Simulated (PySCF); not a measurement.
## XPS shifts beside NMR shieldings

Compound: Z-3-amino-2-propenenitrile, C₃H₄N₂.
Numbering: `[N:1]#[C:2]/[CH:3]=[CH:4]\[NH2:5]`

Binding energies: delta-SCF UKS SCAN, pcX-2 on the ionised atom, pcseg-1 elsewhere, spin-free X2C (PySCF 2.14.0). Shieldings: GIAO PBE0/pcSseg-1, non-relativistic, same geometry.

```
atom  C 1s (eV)
  C2     291.69
  C3     290.95
  C4     292.44
```

What are the absolute isotropic shieldings of these atoms?

| atom | environment | C 1s (eV) | isotropic shielding (ppm) |
| --- | --- | --- | --- |
| C3 | alkene CH carbon | 290.95 | 117.7 |
| C2 | nitrile carbon | 291.69 | 63.5 |
| C4 | vinylic carbon bearing nitrogen | 292.44 | 31.7 |

Among the listed atoms, is the one with the highest binding energy also the least shielded?

Yes: C4 has both (292.44 eV, 31.7 ppm).

By binding energy: C3 < C2 < C4. By shielding: C4 < C2 < C3.

Spin contamination (⟨S²⟩ against 0.75 for a pure doublet) is marked for C 1s of C4 (0.94), which makes this value less certain. Isolated species at its PBE0-D3(BJ)/def2-SVP geometry, gas phase.

Conformer computed: `[N:1]#[C:2]/[CH:3]=[CH:4]\[NH2:5]`: H–N5–C4–C3 175°, H–N5–C4–C3 3°.
